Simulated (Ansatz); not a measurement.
Basis-set series for C$_{2}$H$_{2}$O$_{2}$. Charge 0, multiplicity 1. The bonds changed during the relaxation, so this is another structure than the one it started from. All single points use the PBE0-D4/def2-TZVP geometry. It is one conformer, not always the lowest.

Z-matrix (Å, degrees):
```
C
C 1 1.390
O 1 1.234 2 99.8
O 1 1.311 2 132.2 3 173.0
H 2 1.095 1 112.1 3 83.8
H 4 0.970 1 108.1 2 -169.9
```

```json
{"functional": "PBE0-D4", "basis": "def2-SVP", "functions": "66", "energy (Eh)": "-227.30539", "HOMO (eV)": "-7.04", "LUMO (eV)": "-2.50"}
{"functional": "PBE0-D4", "basis": "def2-TZVPP", "functions": "152", "energy (Eh)": "-227.57549", "HOMO (eV)": "-7.27", "LUMO (eV)": "-2.68"}
{"functional": "ωB97M-V", "basis": "def2-SVP", "functions": "66", "energy (Eh)": "-227.47892", "HOMO (eV)": "-9.34", "LUMO (eV)": "-0.08"}
{"functional": "ωB97M-V", "basis": "def2-TZVPP", "functions": "152", "energy (Eh)": "-227.75755", "HOMO (eV)": "-9.63", "LUMO (eV)": "-0.37"}
```

Problem. Give the rows for def2-QZVPP. (An estimate is asked.)

Solution. Ansatz gave: 
```json
{"functional": "PBE0-D4", "basis": "def2-QZVPP", "functions": "288", "energy (Eh)": "-227.58774", "HOMO (eV)": "-7.32", "LUMO (eV)": "-2.73"}
{"functional": "ωB97M-V", "basis": "def2-QZVPP", "functions": "288", "energy (Eh)": "-227.76919", "HOMO (eV)": "-9.67", "LUMO (eV)": "-0.46"}
```
